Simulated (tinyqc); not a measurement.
Inside a calculation. Method: geometry optimisation on the UHF/sto-6g surface (energies and gradients from PySCF), for NH, spin multiplicity 3. Computed by tinyqc, a small Python program that keeps every step (integrals from PySCF). Settings: charge = 0, multiplicity = 3, basis = sto-6g, optimiser = bfgs, first Hessian = 0.15, largest step = 0.1, iteration cap = 30. Command: `OMP_NUM_THREADS=1 python tinyqc.py 28056 28057 out.jsonl` (the two numbers bound the seeds that draw the settings). One thread of a shared host (Intel(R) Xeon(R) Processor @ 2.60GHz), about 0.5 s of CPU time with the checks.

## Step 1: energy and gradient

positions at the start (bohr):
```
,x,y,z
1N,0.000000,0.000000,0.000000
2H,0.000000,0.000000,1.936969
```

Self-consistent energy and analytic gradient at these positions.

energy = -54.79203724 hartree

gradient (hartree/bohr):
```
,x,y,z
1N,0.00000000,0.00000000,0.05413267
2H,0.00000000,0.00000000,-0.05413267
```

## Step 1: move

Quasi-Newton step p = -H^(-1) g (first H = 0.15 times the unit matrix); steps longer than 0.1 bohr are cut back (factor 0.196 here).

positions after step 1 (bohr):
```
,x,y,z
1N,0.000000,0.000000,-0.070711
2H,0.000000,0.000000,2.007680
```

## Step 2: energy and gradient

As before.

energy = -54.79432009 hartree

gradient (hartree/bohr):
```
,x,y,z
1N,0.00000000,0.00000000,-0.01700449
2H,0.00000000,0.00000000,0.01700449
```

## Step 2: move

inverse Hessian in use (bohr^2/hartree), lower triangle:
```
,1,2,3,4,5,6
1,6.666667
2,0.000000,6.666667
3,0.000000,0.000000,3.830336
4,0.000000,0.000000,0.000000,6.666667
5,0.000000,0.000000,0.000000,0.000000,6.666667
6,0.000000,0.000000,2.836331,0.000000,0.000000,3.830336
```

Quasi-Newton step p = -H^(-1) g (the inverse Hessian comes from BFGS updates; coordinates in the order x, y, z of each atom); steps longer than 0.1 bohr are cut back.

positions after step 2 (bohr):
```
,x,y,z
1N,0.000000,0.000000,-0.053808
2H,0.000000,0.000000,1.990777
```

## Step 3: energy and gradient

As before.

energy = -54.79465497 hartree

gradient (hartree/bohr):
```
,x,y,z
1N,0.00000000,0.00000000,-0.00256495
2H,0.00000000,0.00000000,0.00256495
```

## Step 3: move

inverse Hessian in use (bohr^2/hartree), lower triangle:
```
,1,2,3,4,5,6
1,6.666667
2,0.000000,6.666667
3,0.000000,0.000000,3.918620
4,0.000000,0.000000,0.000000,6.666667
5,0.000000,0.000000,0.000000,0.000000,6.666667
6,0.000000,0.000000,2.748046,0.000000,0.000000,3.918620
```

As before.

positions after step 3 (bohr):
```
,x,y,z
1N,0.000000,0.000000,-0.050806
2H,0.000000,0.000000,1.987775
```

## Convergence

Stop when the largest gradient component is below 3e-5 hartree/bohr. The inverse Hessian follows the BFGS update with s = step, y = change of gradient.

Course of the optimisation:
```
step,E (hartree),largest gradient (hartree/bohr)
1,-54.79203724,5.41e-02
2,-54.79432009,1.70e-02
3,-54.79465497,2.56e-03
4,-54.79466223,1.55e-04
5,-54.79466226,1.30e-06
```

Final distances (angstrom):
```
pair,distance
2H-1N,1.078952
```

Converged in 5 steps.
